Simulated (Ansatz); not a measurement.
Input for Ansatz (development build ahead of 0.2.0):

```yaml
crystal:
  periodic: [false, false, false]
  atoms:
    - { symbol: C, position_ang: [0.0, -0.41172, -0.0523] }
    - { symbol: O, position_ang: [0.0, -0.39054, 1.15377] }
    - { symbol: "N", position_ang: [0.0, 0.6799, -0.8543] }
    - { symbol: H, position_ang: [0.0, -1.3629, -0.64172] }
    - { symbol: H, position_ang: [0.0, 0.59695, -1.86061] }
    - { symbol: H, position_ang: [0.0, 1.60131, -0.43392] }
basis:
  gaussian: { orbitals: cc-pVDZ }
hamiltonian:
  xc: hf
correlation:
  method: mp2
  frozen_orbitals: { C: 1, H: 0, "N": 1, O: 1 }
```

The input is written out in the form of the current development build from the run's settings.

The run gave:

```
Converged                       : yes
Reference energy                : -168.94796 hartree
Correlation energy              : -0.48258 hartree
Total energy                    : -169.43055 hartree
Spin squared of the determinant : 0.000
```
